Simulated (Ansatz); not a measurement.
Species: isobutene, C4H8, charge 0, multiplicity 1. SMILES: C=C(C)C
Coordinates optimised at B3LYP-D3(BJ)/def2-TZVP (Ansatz, an electronic-structure program):
```xyz
12

C      0.0065     0.0014     1.4542
C      0.0006     0.0001     0.1241
H      0.0048     0.9250     2.0197
H      0.0131    -0.9212     2.0214
C     -0.0087     1.2699    -0.6778
H     -0.0098     2.1526    -0.0389
H      0.8653     1.3203    -1.3345
H     -0.8890     1.3125    -1.3267
C      0.0027    -1.2712    -0.6754
H      0.0095    -2.1526    -0.0350
H     -0.8771    -1.3229    -1.3243
H      0.8771    -1.3150    -1.3320
```

Property: atomisation energy (electronic, to ground-state atoms), in kcal/mol. Correlated levels leave the core frozen unless marked. Open shells are spin-unrestricted. No spin-orbit coupling. No relativistic terms. The coupled-cluster limit lacks core correlation, which all-electron functionals hold. CBS marks a two-point X^-3 extrapolation of the correlation energy; Hartree-Fock from the larger set. The bracket is a focal-point correction in the basis named.

```csv
level,program,atomisation energy (kcal/mol)
HF/6-31G*,Ansatz,879.1
RI-HF/cc-pVQZ,Ansatz,882.2
r2SCAN-D3(BJ)/def2-TZVPD,Ansatz + dftd3,1159.4
PBE0/6-31G*,Ansatz,1164.2
PBE0/def2-TZVP,Ansatz,1161.2
r2SCANh-D4/def2-TZVPD,Ansatz + dftd4,1154.8
HSE06-D3(BJ)/def2-TZVPD,Ansatz + dftd3,1165.4
LC-wPBE-D4/def2-TZVPD,Ansatz + dftd4,1159.6
SCS-MP2/STO-3G,Ansatz,1200.9
"RI-MP2/CBS(cc-pVTZ,cc-pVQZ)+[CCSD(T)-MP2]/cc-pVTZ",Ansatz,1157.6
```
